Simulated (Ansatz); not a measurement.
# BP₂H (triplet): geometry optimisation

Where does this start of BP₂H (triplet) end when it is relaxed?

The runs use Ansatz 0.2.0, Gaussian basis; UKS PBE0/def2-TZVP.

**1. The starting structure**

4 atoms, charge 0, spin multiplicity 3.

Atoms are counted from 1 here; the program's logs count them from 0.

Bond lengths: P1–B2 1.792 Å, B2–P3 1.792 Å, B2–H4 1.176 Å. Angles: P1–B2–P3 140.7°, P1–B2–H4 109.7°, P3–B2–H4 109.7°.

As a file:

```csv
atom,x (Å),y (Å),z (Å)
P1,-1.68778,-0.10709,-0.00101
B2,0.00160,0.48999,0.00221
P3,1.68704,-0.11815,-0.00001
H4,0.00545,1.66616,0.00751
```

The start was built by rule and, where that kept it together, relaxed with GFN2-xTB. Sticks and bond lists go by distance. 

**2. The run**

Input file in.yaml:

```yaml
crystal:
  periodic: [false, false, false]
  atoms:
    - {symbol: P, position_ang: [-1.687780, -0.107095, -0.001007]}
    - {symbol: B, position_ang: [0.001604, 0.489986, 0.002208]}
    - {symbol: P, position_ang: [1.687043, -0.118148, -0.000008]}
    - {symbol: H, position_ang: [0.005455, 1.666165, 0.007508]}
basis:
  gaussian: {orbitals: def2-TZVP}
magnetization: {spin_polarized: true, initial_magnetization: 2}
hamiltonian: {xc: pbe0}
relax: {f_tol: 0.004, max_steps: 80}
```

Run with:

```console
> ansatz run in.yaml --threads 1 --pin off --events-out ev --progress --plain --max-ram 2176MiB
```

Q: Predict the outcome of this session. Wanted: energy gained; shift from the start; total energy; dipole moment; ⟨S²⟩.

As calculated:

| quantity | value |
| --- | --- |
| steps | 9 |
| energy gained | 0.509 eV |
| shift from the start (rms) | 0.447 Å |
| total energy | -19259.4259 eV |
| dipole moment | 0.19 D |
| ⟨S²⟩ | 2.080 |

The bonds of the start are those of the end. B2–H4 went from 1.176 to 1.299 Å. No vibrations were run, so this is a stationary point, not a proven minimum, and this spin need not be the ground state's.
